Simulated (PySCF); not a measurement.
Compound: C2H3P.
Numbering: `[CH3:1][C:2]#[P:3]` (hydrogens: H4, H5, H6 on C1)

The closed-shell ground state was solved at several levels (PySCF, density fitting, gas phase, non-relativistic). Geometry: PBE0-D3(BJ)/def2-SVP; no solvent, vibrations or thermal averaging.

```json
{"level": "PBE0/pcSseg-1", "basis functions": "73", "total energy (Eh)": "-419.0675", "HOMO (eV)": "-7.51", "LUMO (eV)": "-0.93", "gap (eV)": "6.58", "dipole (D)": "1.69"}
{"level": "CAM-B3LYP/def2-SVPD", "basis functions": "88", "total energy (Eh)": "-419.1162", "HOMO (eV)": "-8.68", "LUMO (eV)": "0.26", "gap (eV)": "8.94", "dipole (D)": "1.49"}
```

(1) Estimate the row for HF/pcSseg-2, a basis of 157 functions; the other rows only guide the guess.

(2) Over all these levels, which gives the widest orbital gap and which the narrowest?

(3) How far do the dipole and the HOMO energy spread over the levels?

## Answers

(1) Total energy -418.2077 Eh, HOMO -9.76 eV, LUMO 2.28 eV, gap 12.04 eV, dipole 1.56 D.

(2) HF/pcSseg-2 (Hartree–Fock, all exact exchange) has the widest, 12.04 eV, and PBE0/pcSseg-1 (global hybrid, 25 % exact exchange) the narrowest, 6.58 eV. Functional and basis both differ between the two, so the spread mixes both effects.

(3) The dipole runs from 1.49 to 1.69 D (mean 1.58 D) and the HOMO from -9.76 to -7.51 eV.
